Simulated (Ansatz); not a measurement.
## Where PBE holds and where it fails for rock-salt NaI

Programs: Ansatz (an electronic-structure program).

```json
[
 {"property": "lattice constant a (Å)", "PBE": "6.530", "LDA": "6.260", "r²SCAN": "6.461", "reference": "6.409", "PBE less reference": "+1.89 %"},
 {"property": "bulk modulus (GPa)", "PBE": "15.1", "LDA": "20.8", "r²SCAN": "17.2", "reference": "17.9", "PBE less reference": "-15.6 %"},
 {"property": "cohesive energy (eV/atom)", "PBE": "2.48", "LDA": "2.84", "r²SCAN": "2.65", "reference": "2.63", "PBE less reference": "not scored"},
 {"property": "band gap (eV), at the measured cell, all with SOC", "PBE": "3.31", "LDA": "2.99", "r²SCAN": "4.10", "reference": "5.9*", "PBE less reference": "-2.59 eV"},
 {"property": "high-frequency dielectric constant", "PBE": "3.33", "LDA": "3.63", "r²SCAN": "3.16", "reference": "3.01*", "PBE less reference": "+10.6 %"},
 {"property": "static dielectric constant", "PBE": "8.33", "LDA": "6.90", "r²SCAN": "6.97", "reference": "7.28*", "PBE less reference": "+14.4 %"},
 {"property": "Born effective charge (magnitude) (e)", "PBE": "1.21", "LDA": "1.16", "r²SCAN": "1.17", "reference": "–", "PBE less reference": "–"},
 {"property": "TO(Γ) frequency (cm⁻¹)", "PBE": "103", "LDA": "131", "r²SCAN": "116", "reference": "114*", "PBE less reference": "-9.6 %"},
 {"property": "zone-centre LO phonon frequency (cm⁻¹)", "PBE": "163", "LDA": "180", "r²SCAN": "172", "reference": "–", "PBE less reference": "–"},
 {"property": "elastic constant C11 (GPa)", "PBE": "29.5", "LDA": "44.4", "r²SCAN": "35.5", "reference": "–", "PBE less reference": "–"},
 {"property": "elastic constant C44 (GPa)", "PBE": "7.1", "LDA": "7.6", "r²SCAN": "8.1", "reference": "–", "PBE less reference": "–"},
 {"property": "Voigt–Reuss–Hill shear modulus (GPa)", "PBE": "8.4", "LDA": "10.8", "r²SCAN": "10.1", "reference": "–", "PBE less reference": "–"},
 {"property": "formation enthalpy (eV/atom)", "PBE": "-1.280", "LDA": "-1.272", "r²SCAN": "-1.484", "reference": "-1.492*", "PBE less reference": "+0.212 eV/atom"}
]
```

PBE is well off the measurement for the lattice constant a (+1.89 %, at least halved by r²SCAN); bulk modulus (-15.6 %, at least halved by r²SCAN); band gap (-2.59 eV); formation enthalpy (+0.212 eV/atom, at least halved by r²SCAN).  In between, or not called against an uncorrected reference: high-frequency dielectric constant (+10.6 %), static dielectric constant (+14.4 %), zone-centre TO phonon frequency (-9.6 %). Where no measured value is used, PBE differs from r²SCAN by +3.4 % in the Born effective charge (magnitude); from r²SCAN by -5.2 % in the zone-centre LO phonon frequency; from r²SCAN by -16.9 % in the elastic constant C11; from r²SCAN by -12.3 % in the elastic constant C44; from r²SCAN by -16.8 % in the Voigt–Reuss–Hill shear modulus.

A star marks values at room or unstated temperature without corrections; heat and zero-point motion as a rule enlarge cells and lower moduli and gaps.

Low-temperature values still hold zero-point motion unless their source removed it.

Called well off clearly beyond 0.67 % for the lattice constant a, 10.7 % for the bulk modulus, 0.83 eV for the band gap, 20 % for the high-frequency dielectric constant, 36 % for the static dielectric constant, 37 % for the zone-centre TO phonon frequency, 0.120 eV/atom for the formation enthalpy (bounds picked here from the quality of each reference).

Not scored: cohesive energy (sources at odds).

The references are measured values: lattice constant a low temperature, bulk modulus low temperature, cohesive energy corrected to a static lattice, band gap unstated, high-frequency dielectric constant room temperature, unchecked, static dielectric constant unstated, zone-centre TO phonon frequency unstated, formation enthalpy room temperature, unchecked.

Unless a row names a cell, each level is at its own relaxed cell.

Density-functional gaps are differences of (generalised) Kohn–Sham levels.

Ansatz's density-functional and Hartree–Fock values are scalar-relativistic unless marked +SOC, with PAW data made under PBE.

References as tabulated in Doll and Stoll (1998), arXiv:cond-mat/9801031; Abedi et al. (2022), arXiv:2211.14644; Li (1976), doi:10.1063/1.555536; Baldacchini et al. (2007), arXiv:0709.1951 and others.
